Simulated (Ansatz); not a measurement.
fcc Pt, treated with PBE-D4 (PAW; Ansatz, a quantum-chemistry and plane-wave program).

Numerical settings: plane-wave cutoff 500 eV, 32×32×32 k mesh, Fermi–Dirac smearing 0.1 eV, scalar-relativistic PAW data made under PBE.

Computed at the level's own relaxed cell.

Give the computed equilibrium volume per atom and lattice parameter a.


- equilibrium volume per atom: 15.24 Å³/atom
- lattice parameter a: 3.935 Å

Measured, for comparison: equilibrium volume per atom 14.98 Å³/atom, lattice constant a 3.913 Å (static lattice: zero-point anharmonic expansion removed; as tabulated in Mejia-Rodriguez and Trickey (2018), arXiv:1807.09216). Computed (rounded) less measured: equilibrium volume per atom +1.7 %, lattice constant a +0.6 %.

Spin–orbit coupling is not included.

The computed numbers hold no vibrational or temperature effects.

Cost on a shared machine: around 50 core-seconds (rough).
